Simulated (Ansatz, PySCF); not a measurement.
System: t-butyl radical, C₄H₉ (charge 0, doublet). It need not be the lowest isomer of its formula. SMILES: [C](C)(C)C
Geometry: optimised at B3LYP-D3(BJ)/def2-TZVP (Ansatz, a quantum-chemistry and plane-wave program).

Property: atomisation energy (electronic, to ground-state atoms), in kcal/mol. Correlated levels leave the core frozen unless marked. Open shells are spin-unrestricted. No spin-orbit coupling. Non-relativistic. The coupled-cluster limit lacks core correlation, which all-electron functionals hold. Basis-set limits of correlation are two-point, X^-3; Hartree-Fock from the larger set. The bracket is a focal-point correction in the basis named.

| level | program | atomisation energy (kcal/mol) | minus last row |
|---|---|---|---|
| HF/aug-cc-pVDZ | Ansatz | 907.6 | -290.7 |
| HF/aug-cc-pVTZ | Ansatz | 919.9 | -278.4 |
| HF-D4/def2-TZVPD | PySCF + dftd4 | 937.0 | -261.3 |
| BLYP-D3(BJ)/def2-TZVPD | Ansatz + dftd3 | 1194.3 | -4.0 |
| r2SCAN-D4/def2-TZVPD | Ansatz + dftd4 | 1205.2 | 6.9 |
| r2SCAN0-D4/def2-TZVPD | Ansatz + dftd4 | 1196.5 | -1.8 |
| r2SCAN0/def2-TZVPD | Ansatz | 1195.1 | -3.2 |
| LC-wPBE-D3(BJ)/def2-TZVPD | Ansatz + dftd3 | 1204.4 | 6.1 |
| LC-wPBE-D4/def2-TZVPD | Ansatz + dftd4 | 1205.0 | 6.7 |
| wB97X-V/def2-TZVPD | Ansatz | 1199.2 | 0.9 |
| B2GP-PLYP-D3(BJ)/def2-TZVPD | Ansatz + dftd3 | 1185.2 | -13.1 |
| B2GP-PLYP-D4/def2-TZVPD | Ansatz + dftd4 | 1184.5 | -13.8 |
| RI-MP2/aug-cc-pVTZ | Ansatz | 1183.1 | -15.2 |
| CCSD(T)/6-31G* | Ansatz | 1100.3 | -98.0 |
| RI-MP2/CBS(cc-pVTZ,cc-pVQZ)+[CCSD(T)-MP2]/cc-pVDZ | Ansatz | 1198.3 | 0.0 |
